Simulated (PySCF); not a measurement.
Charge-transfer reorganisation: SMILES C=C1C=CC=C1, C$_{6}$H$_{6}$

Molfile (atoms numbered from 1):
```
C6H6
     RDKit          3D

 12 12  0  0  0  0  0  0  0  0999 V2000
    1.8810    0.5181   -0.3878 C   0  0  0  0  0  0  0  0  0  0  0  0
    0.6158    0.1540   -0.1131 C   0  0  0  0  0  0  0  0  0  0  0  0
    0.1831   -1.0593    0.5953 C   0  0  0  0  0  0  0  0  0  0  0  0
   -1.1695   -1.0402    0.6582 C   0  0  0  0  0  0  0  0  0  0  0  0
   -1.6628    0.1768   -0.0017 C   0  0  0  0  0  0  0  0  0  0  0  0
   -0.6078    0.8904   -0.4619 C   0  0  0  0  0  0  0  0  0  0  0  0
    2.1022    1.4456   -0.9230 H   0  0  0  0  0  0  0  0  0  0  0  0
    2.7290   -0.1018   -0.0840 H   0  0  0  0  0  0  0  0  0  0  0  0
    0.8561   -1.8210    0.9886 H   0  0  0  0  0  0  0  0  0  0  0  0
   -1.8062   -1.7966    1.1196 H   0  0  0  0  0  0  0  0  0  0  0  0
   -2.7159    0.4461   -0.0966 H   0  0  0  0  0  0  0  0  0  0  0  0
   -0.6292    1.8397   -0.9968 H   0  0  0  0  0  0  0  0  0  0  0  0
  1  2  2  0
  2  3  1  0
  3  4  2  0
  4  5  1  0
  5  6  2  0
  6  2  1  0
  1  7  1  0
  1  8  1  0
  3  9  1  0
  4 10  1  0
  5 11  1  0
  6 12  1  0
M  END
```

The calculation used UKS PBE0/def2-SVP four-point reorganisation energy, gas phase in PySCF 2.14.0. Geometry: PBE0/def2-SVP.

What is the inner reorganisation energy for hole transfer, with the ionisation energy?

λ = 0.240 (surface of the oxidised species) + 0.241 (surface of the starting species) = 0.481 eV. The ionisation energy is 8.31 eV vertical and 8.07 eV adiabatic without zero-point energy; at the relaxed geometry of the oxidised species the two energies differ by 7.82 eV. Largest bond changes: C4–C5 1.470 → 1.402 Å, C3–C4 1.354 → 1.411 Å, C5–C6 1.354 → 1.411 Å, C2–C3 1.470 → 1.453 Å, C6–C2 1.470 → 1.453 Å. ⟨S²⟩ of the relaxed oxidised species 0.767.

What is the inner reorganisation energy for electron transfer, with the electron affinity?

λ = 0.250 (surface of the reduced species) + 0.267 (surface of the starting species) = 0.517 eV. The electron affinity is -0.06 eV vertical and 0.19 eV adiabatic without zero-point energy; at the relaxed geometry of the reduced species the two energies differ by 0.46 eV. Largest bond changes: C1–C2 1.345 → 1.409 Å, C4–C5 1.470 → 1.425 Å, C3–C4 1.354 → 1.398 Å, C5–C6 1.354 → 1.398 Å, C2–C3 1.470 → 1.439 Å. ⟨S²⟩ of the relaxed reduced species 0.760.

The highest occupied orbital of the reduced species is unbound in this basis, so its energies are rough.
